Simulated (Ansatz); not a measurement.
**BNH (doublet): HSE06, B2PLYP over a scan of the distance B1–N2, 6-31G**

Aim: run BNH (doublet) with these functionals over a scan of the distance B1–N2, and hold them against the top wave-function level at the same points.

The runs use Ansatz 0.2.0, Gaussian basis; 6-31G, all electrons in the functionals, frozen cores in the correlation of double hybrids and RPA.

The runs, in order: HSE06, B2PLYP, at 0.986 Å; 1.098 Å; 1.234 Å; 1.384 Å; 1.525 Å; 1.711 Å; 1.951 Å; 2.320 Å; 2.704 Å; 3.354 Å; 4.209 Å.

24 further runs of the same task are left out: 5 for a known fault of the program, 16 that didn't finish, 3 set aside as unsound or not needed.

## Step 1: The system

The geometry derives from a PBE0/def2-TZVP stationary point (not a proven minimum). One bond is set to the value named and the two fragments are kept rigid.

3 atoms, charge 0, spin multiplicity 2.

Atoms are counted from 1 here; the program's logs count them from 0.

Bond lengths: B1–N2 1.234 Å, N2–H3 0.993 Å. Angles: B1–N2–H3 180.0°.

No dispersion term is added. HSE06 is the plane-wave form.

The geometry shown and the zero of energy belong to the point 1.234 Å. The yardstick, FCI, and other wave-function levels (R restricted, U unrestricted, valence and pair active spaces) come from earlier runs.

## Step 2: HSE06, 0.986 Å

Input file in.yaml:

```yaml
crystal:
  periodic: [false, false, false]
  atoms:
    - {symbol: B, position_ang: [0.000000, 0.000000, -0.988213]}
    - {symbol: N, position_ang: [0.000000, 0.000000, -0.002213]}
    - {symbol: H, position_ang: [0.000000, 0.000000, 0.990426]}
basis:
  gaussian: {orbitals: 6-31G}
magnetization: {spin_polarized: true, initial_magnetization: 1}
hamiltonian: {xc: {name: HSE06}}
```

On the command line:

```bash
ansatz run in.yaml --threads 1 --pin off --events-out ev --progress --plain --max-ram 2393MiB
```

The runs that follow: HSE06, 1.098 Å; HSE06, 1.234 Å; HSE06, 1.384 Å; HSE06, 1.525 Å; HSE06, 1.711 Å; HSE06, 1.951 Å; HSE06, 2.320 Å; HSE06, 2.704 Å; HSE06, 3.354 Å; HSE06, 4.209 Å; B2PLYP, 0.986 Å; B2PLYP, 1.098 Å; B2PLYP, 1.234 Å; B2PLYP, 1.384 Å; B2PLYP, 1.525 Å; B2PLYP, 1.711 Å; B2PLYP, 1.951 Å; B2PLYP, 2.320 Å; B2PLYP, 2.704 Å; B2PLYP, 3.354 Å; B2PLYP, 4.209 Å.

Q: Predict the results of all the runs planned. Wanted: span of the FCI curve; largest miss, HSE06; largest miss, B2PLYP.

The runs gave:

| quantity | value |
| --- | --- |
| span of the FCI curve | 138.4 kcal/mol |
| largest miss, HSE06 | +15.4 kcal/mol (4.209 Å) |
| largest miss, B2PLYP | +12.9 kcal/mol (2.320 Å) |

What this shows: Of the functionals, B2PLYP keep the smallest largest miss at the points compared (at most 12.9 kcal/mol) and HSE06 strays most (15.4 kcal/mol, at 4.209 Å). HSE06, B2PLYP clearly break the spin symmetry at some points (⟨S²⟩ up to 1.01 above the pure value), so energy there is bought with a mixed spin. Functionals and the yardstick converge differently with the basis, so part of each miss in 6-31G is the basis.
